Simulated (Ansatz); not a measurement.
Cost and result for the atomization energy of `FC1=C(F)N1` (6 atoms, 6 bonds).

Z-matrix (Å, degrees):
```
C
C 1 1.262
F 1 1.291 2 157.1
N 1 1.494 2 65.0 3 158.5
F 2 1.291 1 157.1 3 -0.1
H 4 1.025 1 108.8 2 99.1
```

Charge 0, multiplicity 1. The structure was optimised at the PBE0-D4/def2-TZVP level. Program: Ansatz. All runs use 2 threads of an Arm Neoverse N1 on a shared host. Times are those of one run each, without the atoms' runs, and a repeat can differ threefold. Electronic energies, without spin–orbit coupling; frozen cores. CCSD(T)/CBS adds CCSD(T) − MP2 in def2-TZVPP to the MP2 limit, and its time is that of the two runs behind it. T1 = 0.013.

CCSD(T)/CBS is a level of theory with its own doubt, some kJ/mol a heavy atom from the limit and from the frozen cores, so smaller differences don't rank the functionals.

| level | functions | wall time |
| --- | --- | --- |
| BLYP-D4/def2-TZVPP | 169 | 2.7 s |
| PBE-D4/def2-TZVPP (with forces) | 169 | 3.2 s |
| CAM-B3LYP-D4/def2-TZVPP | 169 | 3.9 s |
| CCSD(T)/def2-SVP | 75 | 5 s |
| r2SCAN-D4/def2-TZVPP (with forces) | 169 | 6 s |
| r2SCANh-D4/def2-TZVPP | 169 | 6.5 s |
| PBE-QIDH/def2-TZVPP | 169 | 7.5 s |
| ωB97X-V/def2-TZVPP | 169 | 10 s |
| B97M-V/def2-TZVPP | 169 | 11 s |
| ωB97M-V/def2-TZVPP (with forces) | 169 | 14 s |
| MP2/def2-QZVPP | 315 | 22 s |
| CCSD(T)/def2-TZVPP | 169 | 96 s |
| CCSD(T)/CBS(def2) | – | 120 s |

**Question.** What atomization energy does each give, and how far from CCSD(T)/CBS? (An estimate is asked.)

**Answer.** Computed: 
```csv
level,atomization (kcal/mol),difference from CCSD(T)/CBS,per bond
BLYP-D4/def2-TZVPP,552.2,18.2,3.0
PBE-D4/def2-TZVPP (with forces),582.4,48.4,8.1
CAM-B3LYP-D4/def2-TZVPP,540.8,6.8,1.1
CCSD(T)/def2-SVP,498.3,-35.7,-6.0
r2SCAN-D4/def2-TZVPP (with forces),540.5,6.5,1.1
r2SCANh-D4/def2-TZVPP,530.4,-3.6,-0.6
PBE-QIDH/def2-TZVPP,532.1,-1.9,-0.3
ωB97X-V/def2-TZVPP,540.4,6.4,1.1
B97M-V/def2-TZVPP,538.2,4.2,0.7
ωB97M-V/def2-TZVPP (with forces),540.8,6.8,1.1
MP2/def2-QZVPP,554.9,20.9,3.5
CCSD(T)/def2-TZVPP,512.9,-21.1,-3.5
CCSD(T)/CBS(def2),534.0,0.0,0.0
```

From BLYP to BHLYP (50 % exact exchange), in def2-TZVPP and without D4, the atomization energy moves by −56.5 kcal/mol: exact exchange takes away binding that semilocal exchange gives to molecules. Leaving LDA and LC-ωPBE aside and taking each functional with its dispersion term where it has one, the values, not all of them listed here, spread over 89.3 kcal/mol, from BHLYP-D4 to PBE-D4. LDA lies +100.6 kcal/mol from PBE without D4, its usual overbinding. At CCSD(T), def2-SVP lies −35.8 kcal/mol from the extrapolated value and def2-TZVPP −21.1 kcal/mol: correlation converges slowly with the basis, and small sets miss more of it in the bonded molecule than in its fragments.
